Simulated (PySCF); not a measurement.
Protons, H atoms and electrons added to or taken from [SiH3][SiH3]. Isolated molecules, 0 K electronic values unless said otherwise. Strings in code marks are SMILES.

Quantity: vertical ionisation energy (energy after one electron is removed minus that of the parent at the parent's geometry), in eV.

Case: `[SiH3][SiH3]`. Geometry of `[SiH3][SiH3]` (neutral, multiplicity 1, Å):

```xyz
8

Si    -1.1685    -0.0382     0.0108
Si     1.1685     0.0382    -0.0108
H     -1.6583    -1.0873    -0.9232
H     -1.7308     1.2734    -0.4091
H     -1.6611    -0.3514     1.3791
H      1.6583     1.0874     0.9232
H      1.6611     0.3513    -1.3791
H      1.7308    -1.2733     0.4092
```

Estimate the vertical ionisation energy (energy after one electron is removed minus that of the parent at the parent's geometry) that PBE-D3(BJ)/def2-TZVP // PBE0-D3(BJ)/def2-TZVP (PySCF) returns for this input.

10.35 eV.
